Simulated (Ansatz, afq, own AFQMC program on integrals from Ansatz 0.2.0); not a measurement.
## Where AFQMC and coupled cluster stand for GaNH3, doublet

```yaml
atoms:
  - { symbol: N, position_ang: [0.0000, -0.0780, 1.4817] }
  - { symbol: Ga, position_ang: [0.0000, 0.0383, -0.3401] }
  - { symbol: H, position_ang: [0.0000, -0.9491, 1.9891] }
  - { symbol: H, position_ang: [0.0000, 0.7158, 2.0994] }
  - { symbol: H, position_ang: [0.0000, -1.3342, -1.1510] }
```

Connectivity, by distances: NH2–GaH.

Basis cc-pVDZ. Noble-gas cores (and the filled d shells of Ga–Kr and In–Xe) are frozen. AFQMC by an in-house program on the Cholesky factors that Ansatz 0.2.0 writes for its CCSD(T) run. The CISD trial takes its coefficients from CCSD amplitudes. Released means that phaseless walkers are propagated on without the constraint, phases kept. Free projection: walkers drawn from exp(T), propagated without any constraint. Its projection time is finite, and what remains of the start isn't in its error. ± is one standard error of the sampling. No spin–orbit coupling.

Determinant: UHF, the one that the program's search chose, which needn't be the lowest solution. The geometry is a point of a scan.

No full CI on the walks' own integrals is used here. The released AFQMC energy serves as the reference, which it does only where one determinant dominates, the energy is flat over the last release times and near the phaseless one (40 meV or 2 meV an electron, half that with transition metals). On small molecules, where full CI could be run and the noise was under 10 meV, such values lay within 10 meV of it in 19 cases of 20, a flattering rate, since the rule was set on those same cases; what remains of the bias isn't in the error bar.

Cautions: no relativity below Rb; no spin-orbit coupling; inner d shell frozen; the released value is read at 2.40 1/Eh with a noise of 19 meV, more than in the cases checked (meV from the phaseless value at times in 1/Eh: 10 ± 12 at 0.24, 7 ± 11 at 0.51, 29 ± 12 at 0.99, 22 ± 14 at 1.62, 32 ± 19 at 2.40).

- T1 diagnostic: 0.0187
- weight of the determinant in the CISD state: 0.896
- ⟨S²⟩ of the determinant: 0.757
- size of the correlated space: 11 electrons in 41 orbitals

| level | correlation energy (eV) |
| --- | --- |
| MP2 | -6.1950 |
| CCSD | -6.7874 |
| CCSD(T) | -6.9638 |

Task: Estimate where AFQMC with the constraint released lies against CCSD(T) on the same integrals.

Result: 2.2 ± 1.8 kJ/mol below CCSD(T). The gap is under twice the noise, so this walk alone can't tell the two apart.

Reference: AFQMC with the constraint released, correlation energy -6.987 ± 0.019 eV.

```csv
level,E − E(reference) (kJ/mol),share of correlation (%)
CCSD(T),2.2 ± 1.8,99.67
ph-AFQMC/HF,-12.1 ± 5.6,101.79
ph-AFQMC/CISD,-3.1 ± 2.2,100.46
free AFQMC,-0.3 ± 2.4,100.05
```

Free projections are given only where their last times agree within the noise and don't stop above the reference; a slow remainder of the start can still hide under it. A walk keeps the symmetry of its determinant, which the program's search chose and which needn't be the lowest solution, so a lower state of the same spin and another symmetry isn't excluded. Released energies are given only where the last usable release times agree within the noise; a slower fall can still hide under it.
